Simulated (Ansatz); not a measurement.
`CC(=O)C(C)C`, charge 0, multiplicity 1.

Give a relaxed structure at PBE0-D4/def2-TZVP (Ansatz 0.2.0). (Best estimate.)

The calculation gave: 
Z-matrix (Å, degrees):
```
C
C 1 1.507
H 1 1.092 2 111.8
H 1 1.088 2 109.6 3 122.6
H 1 1.094 2 109.3 3 -118.2
O 2 1.207 1 121.2 3 -136.6
C 2 1.519 1 118.0 3 42.5
C 7 1.528 2 109.1 1 -80.1
C 7 1.523 2 113.2 1 44.5
H 7 1.094 2 105.0 1 163.9
H 8 1.093 7 110.1 2 -175.5
H 8 1.092 7 111.3 2 -55.7
H 8 1.094 7 111.4 2 65.3
H 9 1.093 7 111.8 2 55.8
H 9 1.093 7 111.6 2 -65.4
H 9 1.092 7 110.0 2 175.4
```
This is one stationary point; other conformers may exist.
